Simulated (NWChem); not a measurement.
## Atomisation of trimethylamine (C₃H₉N)

SMILES: CN(C)C
```xyz
13

C     -0.2173    -0.6629     1.2046
N     -0.3236     0.1356     0.0000
C     -0.2173    -0.6629    -1.2046
C      0.5895     1.2608     0.0000
H      0.7849    -1.1609     1.3287
H     -0.9875    -1.4619     1.2038
H     -0.3866    -0.0296     2.1001
H      0.7849    -1.1609    -1.3287
H     -0.3866    -0.0296    -2.1001
H     -0.9875    -1.4619    -1.2038
H      1.6748     0.9608     0.0000
H      0.4194     1.8922    -0.8967
H      0.4194     1.8922     0.8967
```
Charge 0, spin multiplicity 1.

All runs are NWChem calculations. Structure: optimised with PBE/def2-SVP, a minimum by its harmonic frequencies.

Basis set: def2-TZVP. The atomisation energy is electronic alone: no zero-point, thermal, spin-orbit or counterpoise terms. No value is extrapolated to the basis-set limit. Free atoms are single determinants with multiplicities C 3, N 4, H 2. Correlated methods freeze the same cores in atoms and molecule, 4 orbitals in all.

Relative cost: rough, from shared machines, SCF included, LDA (SVWN5) = 1. Costs are the molecule's.

B3LYP has NWChem's definition, with VWN1-RPA local correlation. GW and range-separated runs recompute their integrals, the others keep them in memory, which bears on the times. The stability of the SCF solutions was not checked. Open-shell Hartree-Fock references start from PBE0 orbitals; any time given for them includes that run.

```json
[
 {"method": "TPSS", "atomisation energy (kcal/mol)": "1166.5", "relative cost": "under 3"},
 {"method": "LDA (SVWN5)", "atomisation energy (kcal/mol)": "___", "relative cost": "1"},
 {"method": "HF", "atomisation energy (kcal/mol)": "849.1", "relative cost": "under 3"},
 {"method": "PBE0", "atomisation energy (kcal/mol)": "1159.4", "relative cost": "under 3"},
 {"method": "B3LYP", "atomisation energy (kcal/mol)": "1154.8", "relative cost": "under 3"},
 {"method": "PBE", "atomisation energy (kcal/mol)": "1175.9", "relative cost": "under 3"},
 {"method": "CAM-B3LYP", "atomisation energy (kcal/mol)": "1162.4", "relative cost": "10"},
 {"method": "MP2", "atomisation energy (kcal/mol)": "1122.0", "relative cost": "4"},
 {"method": "M06-2X", "atomisation energy (kcal/mol)": "___", "relative cost": "under 3"}
]
```

Complete the blanks.


- LDA (SVWN5), atomisation energy (kcal/mol): 1318.6
- M06-2X, atomisation energy (kcal/mol): 1157.1
